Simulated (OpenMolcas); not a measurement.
# C2H3N (SMILES C#CN) in OpenMolcas

Aim: a single-point energy of C2H3N.

The calculation is run with OpenMolcas 26.06.

8 further runs of the same task are left out: 8 set aside as unsound or not needed.

## Step 1: The system as given

The species is C2H3N (6 atoms), meant as a singlet with charge 0. SMILES: `C#CN`. The coordinates come from a PBE0-D4/def2-TZVP relaxation.

Bond lengths: C1–C2 1.202 Å, C2–N3 1.344 Å, C1–H4 1.063 Å, N3–H5 1.009 Å, N3–H6 1.009 Å. Angles: C1–C2–N3 177.2°, C2–C1–H4 179.7°, C2–N3–H5 115.0°, C2–N3–H6 115.0°, H5–N3–H6 112.2°.

## Step 2: The input as written

mol.input reads:

```
&GATEWAY
 Coord
 6
 angstrom
 C       -1.168700      -0.477700      -0.707000
 C       -0.183100      -0.153000      -0.100700
 N        0.923600       0.147300       0.599600
 H       -2.040400      -0.760400      -1.244800
 H        1.728200       0.390500       0.041600
 H        0.782500       0.789200       1.365100
 Basis=ANO-L-MB
 Group=NoSym
 RICD

&SEWARD

&SCF
 Charge=-1
 PrOrbitals=1 1

&MBPT2
 FNOMP2=0.5
 DoMP2
 Frozen=3
```

Run with:

```
$ export MOLCAS_MEM=1860
$ pymolcas mol.input > mol.log
```

Output:

```text
--- Start Module: gateway ---

                                              &GATEWAY

                       available to each process: 1.9 GB of memory, 1 thread

++    Symmetry information:
      ---------------------

                    Character Table for C1

                             E
                    a        1  x, y, xy, Rz, z, xz, Ry, yz, Rx, I
--

++    Basis set information:
      ----------------------

      Basis set label: C.ANO-L...2S1P.

      Electronic valence basis set:
      ------------------
      Associated Effective Charge   6.000000 au
      Associated Actual Charge      6.000000 au
      Nuclear Model: Point charge

      Shell  nPrim  nBasis  Cartesian Spherical Contaminant
         s      14       2        X
         p       9       1        X

      Basis set label: N.ANO-L...2S1P.

      Electronic valence basis set:
      ------------------
      Associated Effective Charge   7.000000 au
      Associated Actual Charge      7.000000 au
      Nuclear Model: Point charge

      Shell  nPrim  nBasis  Cartesian Spherical Contaminant
         s      14       2        X
         p       9       1        X

      Basis set label: H.ANO-L...1S.

[... 90 lines left out ...]
                   Integrals are discarded if absolute value <: 1.00E-14
                   Integral cutoff threshold is set to       <: 1.00E-16

            Nuclear Potential Energy             59.68342846 au

      Basis set specifications :
      Symmetry species         a
      Basis functions           18

--- Stop Module: seward /rc=_RC_ALL_IS_WELL_ ---

--- Start Module: scf ---

                                                &SCF

                       available to each process: 1.9 GB of memory, 1 thread

++    Input section:
      --------------

      Header of the integral files:

      Cartesian coordinates in angstrom:
      -----------------------------------------------------
      No.  Label        X            Y            Z
      -----------------------------------------------------
       1   C1        -1.16870000  -0.47770000  -0.70700000
       2   C2        -0.18310000  -0.15300000  -0.10070000
       3   N3         0.92360000   0.14730000   0.59960000
       4   H4        -2.04040000  -0.76040000  -1.24480000
       5   H5         1.72820000   0.39050000   0.04160000
       6   H6         0.78250000   0.78920000   1.36510000
      -----------------------------------------------------
      Nuclear repulsion energy =   59.68342846
--

++    Orbital specifications:
      -----------------------

      Symmetry species               1
                                     a
      Frozen orbitals                0
 WrInp: Error in definition of molecular charge!
 Current implementation only allows double occupations.
 Tot_Charge    :  -1.0000000000000000
 Tot_El_Charge :  -23.000000000000000
 Tot_Nuc_Charge:   22.000000000000000

--- Stop Module: scf /rc=-6 ---

.########################.
.# Non-zero return code #.
.########################.

    Timing: Wall=0.93 User=0.76 System=0.13
```

Wall time 1.1 s (1 thread of Arm Neoverse V2, shared host); peak memory 0.22 GiB.

## Step 3: What went wrong

The program stopped with an error.

The telling line is `WrInp: Error in definition of molecular charge`. The fault: the electron count doesn't fit the spin or reference typed: an even count needs an odd multiplicity, an odd count an even one. To mend it: change of charge default in place of -1.
